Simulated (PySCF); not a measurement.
# CF (SMILES [C]F) at UPBE0/cc-pVTZ

What is the vertical doublet–quartet gap of CF at UPBE0/cc-pVTZ? The job is set up through a Python script.

The calculation is run with PySCF 2.14.0.

6 further runs of the same task are left out: 6 set aside as unsound or not needed.

### Step 1. The molecule

The species is CF (2 atoms), meant as a doublet with charge 0. As SMILES, `[C]F`. The shape is that of a PBE0-D4/def2-TZVP optimisation.

Bond lengths: C1–F2 1.268 Å.

### Step 2. A single-point energy at UPBE0/cc-pVTZ

run.py

```python
# CF
from pyscf import gto, dft

mol = gto.M(
    atom='''
C      0.000000     0.000000     0.003080
F      0.000000     0.000000     1.271320
''',
    spin=1,
    max_memory=1860,
    verbose=3,
    basis='cc-pvtz',
)

ks = dft.UKS(mol, xc='pbe0')
ks.grids.level = 5
ks.conv_tol = 1e-10
ks.kernel()
if not ks.converged:
    ks = ks.newton().run(ks.mo_coeff, ks.mo_occ)

e_tot = ks.e_tot
print('Final energy', e_tot)
```

The run is started by

```sh
OMP_NUM_THREADS=1 python run.py
```

The program printed:

```text
WARN: HOMO -0.096218407601053 >= LUMO -0.0962184076010465

converged SCF energy = -137.688502410203  <S^2> = 0.75432724  2S+1 = 2.0043226
Final energy -137.68850241020303
```

Wall time 5.1 s (1 thread of Arm Neoverse V2, shared host); peak memory 0.29 GiB.

### Step 3. The quartet, same level

run.py

```python
from pyscf import gto, dft

mol = gto.M(
    atom='''
C        0.000000       0.000000       0.003080
F        0.000000       0.000000       1.271320
''',
    charge=0,
    verbose=3,
    spin=3,
    basis='cc-pvtz',
    max_memory=1860,
)

mf = dft.UKS(mol)
mf.xc = 'pbe0'
mf.conv_tol = 1e-10
mf.grids.level = 5
mf.kernel()
if not mf.converged:
    mf = mf.newton().run(mf.mo_coeff, mf.mo_occ)

etot = mf.e_tot
print(f'total energy: {etot:.8f} hartree')
```

The run is started by

```sh
OMP_NUM_THREADS=1 python run.py
```

The program printed:

```text
WARN: HOMO -0.0962184076010274 >= LUMO -0.378214420998328

converged SCF energy = -137.563367777068  <S^2> = 3.7530177  2S+1 = 4.0015085
total energy: -137.56336778 hartree
```

It took 5.1 s on 1 thread of Arm Neoverse V2, shared host; peak memory 0.29 GiB.

### Step 4. Outcome

Level: UPBE0/cc-pVTZ.

| quantity | value |
| --- | --- |
| doublet: total energy | -137.68850 Eh |
| doublet: dipole moment | 0.81 D |
| doublet: HOMO energy (highest over α and β) | -6.15 eV |
| doublet: LUMO energy (lowest over α and β) | -2.65 eV |
| doublet: ⟨S²⟩ | 0.754 |
| quartet: total energy | -137.56337 Eh |
| quartet: dipole moment | 0.48 D |
| quartet: HOMO energy (highest over α and β) | -6.74 eV |
| quartet: LUMO energy (lowest over α and β) | -5.31 eV |
| quartet: ⟨S²⟩ | 3.753 |
| vertical energy of the quartet above the doublet | 3.405 eV |

At this shape the quartet lies 3.41 eV (329 kJ/mol) above the doublet.
